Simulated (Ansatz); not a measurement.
Tetradymite Bi2Se3

These are PBEsol+SOC (Ansatz, a first-principles code, PAW) values and carry that method's errors.

Numerical settings: plane-wave cutoff 520 eV, 10×10×10 k mesh, Fermi–Dirac smearing 0.01 eV, PAW data made under PBE.

Cell (relaxed at this level):

```yaml
crystal:
  lattice:
    - [9.45501, -2.07143, -0.02164]
    - [9.45501, 2.07143, -0.02164]
    - [9.00934, 0.00000, 3.53840]
  atoms:
    - { symbol: Bi, position: [0.40137, 0.40137, 0.40137] }
    - { symbol: Bi, position: [0.59863, 0.59863, 0.59863] }
    - { symbol: Se, position: [0.00000, 0.00000, 0.00000] }
    - { symbol: Se, position: [0.20901, 0.20901, 0.20901] }
    - { symbol: Se, position: [0.79099, 0.79099, 0.79099] }
```

```yaml
bulk_modulus: 36.4 GPa
band_gap: 0.33 eV
smallest_direct_gap_on_the_k_points_sampled: 0.34 eV
"Γ–Γ gap": 0.58 eV
pressure derivative B′ of the bulk modulus: 12.9
```

Measured, for comparison: band gap 0.3 eV (temperature not stated, not corrected to a static lattice; as tabulated in Park and Ryu (2016), arXiv:1610.06451).

Note: the cell comes from a level without a dispersion term, which matters for the spacing of layers, chains or molecules; the bulk modulus comes from volumes at which shape and atoms were relaxed.

The computed numbers hold no vibrational or temperature effects.
